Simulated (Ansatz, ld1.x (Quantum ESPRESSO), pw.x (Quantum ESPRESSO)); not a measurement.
## rubidium: does the ultrasoft potential hold in the solid?

Rb, ultrasoft, made with ld1.x (Quantum ESPRESSO) 7.5 (LDA (PW92), scalar-relativistic). Core [Ar] 3d10, reference 4s2 4p6 5s1 5p0. Waves: 4s (bound): rcut 1.95, rcutus 2.15 bohr; 5s (bound): rcut 1.95, rcutus 2.15 bohr; 4p (bound): rcut 2.35, rcutus 2.65 bohr; 5p (bound, empty): rcut 2.35, rcutus 2.65 bohr; 4d channel at 0.2 Ry: rcut 1.65, rcutus 2.10 bohr; 4d channel at 2.7 Ry: rcut 1.65, rcutus 2.10 bohr. Local part: all-electron potential smoothed inside 1.75 bohr (lloc = -1). Core correction: a·sin(br)/r model core inside 1.85 bohr. Augmentation charge: PSQ, inside the norm-conserving radii.

Atomic tests: largest excitation error: -32 meV (all-electron minus pseudo) for 4s2 4p5 5s1 5p0, out of 5 test configurations; lowest eigenvalue of the overlap operator: -0.24 (p channel); it is negative, so in a basis up to 400 Ry S is not positive definite; density cutoff estimated by the generator: 144 Ry.

Crystal test: bcc Rb in pw.x 7.5, no spin, 9³ k-points, Fermi–Dirac smearing 0.01 Ry, cutoffs 40/320 Ry. The lattice is a test structure that the element need not adopt, and mesh and smearing are coarse.

pw.x input:

```
&control
  calculation='scf', prefix='x', pseudo_dir='./', outdir='./tmp', tstress=.true., disk_io='low'
/
&system
  ibrav=0, nat=1, ntyp=1, ecutwfc=40, ecutrho=320, nbnd=12,
  occupations='smearing', smearing='fd', degauss=0.01
/
&electrons
  conv_thr=1e-09, mixing_beta=0.4, electron_maxstep=70
/
ATOMIC_SPECIES
Rb 1.0 Rb.UPF
CELL_PARAMETERS angstrom
  -2.69053614 2.69053614 2.69053614
  2.69053614 -2.69053614 2.69053614
  2.69053614 2.69053614 -2.69053614
ATOMIC_POSITIONS crystal
Rb 0.0000 0.0000 0.0000
K_POINTS automatic
9 9 9 0 0 0
```

```bash
pw.x < Rb.scf.in > Rb.scf.out
```

How does the run end?

Failed (cdiaghg: S matrix not positive definite). The atomic test gives a lowest overlap eigenvalue of -0.24 in the p channel. The ghost test of this file was not conclusive. Its overlap operator is not positive definite. The log shows:

```
Message from routine setup:
     using ibrav=0 with symmetry is DISCOURAGED, use correct ibrav instead
     lattice parameter (alat)  =       8.8064  a.u.
     unit-cell volume          =     525.7425 (a.u.)^3
     number of electrons       =         9.00
     number of Kohn-Sham states=           12
     kinetic-energy cutoff     =      40.0000  Ry
     charge density cutoff     =     320.0000  Ry
     scf convergence threshold =      1.0E-09
     Exchange-correlation= PW
     number of k points=    35  Fermi-Dirac smearing, width (Ry)=  0.0100
     iteration #  1     ecut=    40.00 Ry     beta= 0.40
     total energy              =     -49.12174656 Ry
     estimated scf accuracy    <       0.00133005 Ry
     iteration #  2     ecut=    40.00 Ry     beta= 0.40
     total energy              =     -49.12173401 Ry
     estimated scf accuracy    <       0.00026952 Ry
     iteration #  3     ecut=    40.00 Ry     beta= 0.40
     Error in routine cdiaghg (41):
     S matrix not positive definite
```
